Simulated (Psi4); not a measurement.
Psi4 input (wB97X-D/6-31G*):

```
memory 1500 MB

molecule {
1 1
C     0.66635149   -0.08229039    0.02948477
C    -0.57464739    0.07096549   -0.02542704
H     1.73846136   -0.21468951    0.07692356
H    -1.02215701    1.01799782   -0.36525859
H    -1.26652897   -0.73535889    0.26398866
symmetry c1
no_reorient
no_com
}

set {
  basis 6-31G*
  reference rks
  scf_type pk
  dft_radial_points 99
  dft_spherical_points 590
  e_convergence 1e-8
  d_convergence 1e-7
  maxiter 150
}

e = energy('wb97x-d')
print_out(f'\nFINAL {e:.10f} DIPOLE {variable("CURRENT DIPOLE")[0]:.6f} {variable("CURRENT DIPOLE")[1]:.6f} {variable("CURRENT DIPOLE")[2]:.6f}\n')
```

From the last part of the output:

```
    One-Electron Energy =                -155.9810107678027862
    Two-Electron Energy =                  57.3106610062598278
    DFT Exchange-Correlation Energy =      -7.8873355242754108
    Empirical Dispersion Energy =          -0.0004136035117648
    VV10 Nonlocal Energy =                  0.0000000000000000
    Total Energy =                        -77.5535914112056446

Computation Completed

Properties will be evaluated at   0.000000,   0.000000,   0.000000 [a0]

Properties computed using the SCF density matrix

 Multipole Moments:

 ------------------------------------------------------------------------------------
     Multipole            Electronic (a.u.)      Nuclear  (a.u.)        Total (a.u.)
 ------------------------------------------------------------------------------------

 L = 1.  Multiply by 2.5417464519 to convert [e a0] to [Debye]
 Dipole X            :          0.2401916           -0.0000000            0.2401915
 Dipole Y            :         -0.0296622            0.0000000           -0.0296622
 Dipole Z            :          0.0106280            0.0000000            0.0106280
 Magnitude           :                                                    0.2422494

 ------------------------------------------------------------------------------------

FINAL -77.5535914112 DIPOLE 0.240192 -0.029662 0.010628

*** Psi4 exiting successfully. Buy a developer a beer!
```

The dipole moment of an ion depends on the origin.
